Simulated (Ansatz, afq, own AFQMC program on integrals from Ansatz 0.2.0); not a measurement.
Two steps: Ansatz 0.2.0 writes the Fock matrix and Cholesky factors of the valence space, and afq projects on them the lowest state that overlaps trial and start.

```yaml
crystal:
  periodic: [false, false, false]
  atoms:
    - {symbol: Mg, position_ang: [0.000000, 0.000000, 0.000000]}
    - {symbol: Mg, position_ang: [0.000000, 0.000000, 2.765800]}
basis:
  gaussian: {orbitals: cc-pVDZ}
total_charge: 1
magnetization: {spin_polarized: true, initial_magnetization: 1}
correlation: {method: ccsd_t, electrons: outside_noble_gas, hamiltonian_folder: ham}
```

```sh
$ ansatz run in.yaml --threads 1 --pin off --events-out ev --progress --plain --max-ram 1382MiB
```

afq runs on the folder ham with

```
--method phaseless --trial hf --walkers 200 --populations 1 --least-time 40 --time-step 0.005 --steps-per-block 20 --equilibration-blocks 112 --max-blocks 600 --target-error 0.00063 --factor-cut 1e-05 --start spin_pure --seed 4145 --taylor-order 6
```

Times are imaginary, in 1/Eh. The walk had a cap of 499 s.

Output of the walk:

```
orbitals 26  electrons 2 1  factors 178 of 328
reference energy -399.01021158 Eh
CCSD correlation -0.03682621 Eh in 11 cycles, weight of the determinant in the CISD state 0.9081
energy of the start -399.011706 Eh
 block  time / (1/Eh)  mean weight  energy / Eh
     1     0.100  1.0000  -399.014119
     2     0.200  1.0001  -399.016202
     3     0.300  1.0003  -399.018331
     4     0.400  1.0003  -399.020373
     5     0.500  1.0001  -399.022117
     8     0.800  1.0000  -399.026600
    13     1.300  1.0003  -399.031899
    49     4.900  0.9997  -399.044402
    85     8.500  1.0004  -399.060238
   121    12.100  1.0001  -399.054792
   157    15.700  0.9997  -399.046369
   193    19.300  1.0007  -399.045510
   229    22.900  1.0004  -399.048874
   265    26.500  0.9998  -399.049968
   301    30.100  1.0001  -399.046403
   337    33.700  0.9999  -399.043463
   373    37.300  0.9999  -399.045984
   409    40.900  0.9992  -399.048630
   445    44.500  1.0003  -399.043661
   481    48.100  1.0000  -399.046453
   505    50.500  0.9998  -399.049826
blocks merged  error / Eh  count
     1  0.000155  400
     2  0.000209  200
     4  0.000279  100
     8  0.000361  50
    16  0.000440  25
    32  0.000449  12
energy -399.047546 +/- 0.000440 Eh
(rows thinned)
```

The run passed its tests (sampling time, drift between the halves within three errors, error under three times the target), which doesn't prove that it has relaxed.

Against this walk (error 12.0 meV) on the same determinant: CCSD(T) 1.4 meV lower (within the noise), full CI 10.7 meV lower (within the noise), a separate phaseless walk with a CISD trial and standard settings 9.2 ± 12.0 meV lower (within the noise). The error is statistical and leaves out the bias of the constraint. The determinant has ⟨S²⟩ = 0.89, so the low cluster orders mix in higher spin, while the walk starts as a pure doublet.

Cautions: constraint bias not in the error; strong correlation (T1 0.056, weight of the determinant 0.91, largest double 0.13); unrestricted determinant spin contaminated (⟨S²⟩ 0.89 against 0.75).

The walk took 86 s on 1 thread of Arm Neoverse V2, on a shared host. The log's last line is the phaseless energy.

A walk keeps the symmetry of its determinant, which the program's search chose and which needn't be the lowest solution, so a lower state of the same spin and another symmetry isn't excluded.
